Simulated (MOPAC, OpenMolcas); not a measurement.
## How methods differ on CH5NSi (SMILES C[Si]N)

The species is CH5NSi (8 atoms), meant as a singlet with charge 0. As SMILES, `C[Si]N`. Geometry: relaxed at PBE0-D4/def2-TZVP. This is one conformer, not always the lowest.

```xyz
8

C    -0.6600    0.8247   -0.5521
Si    0.9638    0.6538    0.4277
N     0.9322   -1.0344    0.6907
H    -1.0264   -0.1018   -1.0043
H    -0.5625    1.5834   -1.3341
H    -1.4314    1.1950    0.1359
H     1.6512   -1.5019    1.2201
H     0.2252   -1.6757    0.3603
```

Quantity: the dipole moment, in D. The values are calculated.

| level | kind | program | value (D) | CPU time |
| --- | --- | --- | --- | --- |
| PM3 | semi-empirical | MOPAC | 3.20 | under 2 s |
| HF/def2-SVPD | Hartree–Fock | OpenMolcas | 2.01 | 27 s |
| SVWN5/def2-SVPD | LDA | OpenMolcas | 2.07 | 49 s |
| revPBE/def2-SVPD | GGA | OpenMolcas | 2.05 | 55 s |
| M06-L/def2-SVPD | meta-GGA | OpenMolcas | 2.09 | 83 s |
| r2SCAN/def2-SVPD | meta-GGA | OpenMolcas | 2.14 | 88 s |
| PBE0/def2-SVPD | global hybrid | OpenMolcas | 2.03 | 61 s |

The values span 2.01 to 3.20 D. Magnitudes only. Times are those of the runs behind each value, whatever else they computed, on shared processors of several kinds: orders of magnitude only.
